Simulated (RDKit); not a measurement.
RDKit input (UFF):

```python
from rdkit import Chem
from rdkit.Chem import AllChem, rdDetermineBonds

mol = Chem.MolFromXYZFile('mol.xyz')
rdDetermineBonds.DetermineBonds(mol, charge=-1)
print('SMILES', Chem.MolToSmiles(Chem.RemoveHs(mol)))
ff = AllChem.UFFGetMoleculeForceField(mol)
e0 = ff.CalcEnergy()
flag = ff.Minimize(maxIts=5000, forceTol=1e-5)
print(f'energy {e0:.4f} -> {ff.CalcEnergy():.4f} kcal/mol, converged: {flag == 0}')
print(Chem.MolToXYZBlock(mol))
```
mol.xyz:
```
8

C      1.22575544     0.17309225     0.00894148
C     -0.03107836     0.64387051    -0.00922939
H      1.47813325    -0.91357007     0.02636841
H      2.10642756     0.82312597     0.00806544
C     -1.09160938    -0.43922734    -0.00400391
H     -0.69725428    -1.48823368     0.01421419
H     -1.76093960    -0.33173915     0.86187210
H     -1.74477312    -0.35599558    -0.88476921
```

From the last part of the output:

```
SMILES C=[C-]C
energy 7.8144 -> 0.5915 kcal/mol, converged: True
8

C      1.256496    0.155574    0.162791
C      0.070612    0.415624   -0.388748
H      1.401429   -0.718023    0.791429
H      2.090293    0.824874   -0.017538
C     -1.109224   -0.476447   -0.170247
H     -0.889012   -1.497480   -0.547410
H     -1.354341   -0.524629    0.911811
H     -1.981590   -0.068171   -0.720629
```

The dipole moment of an ion depends on the origin.
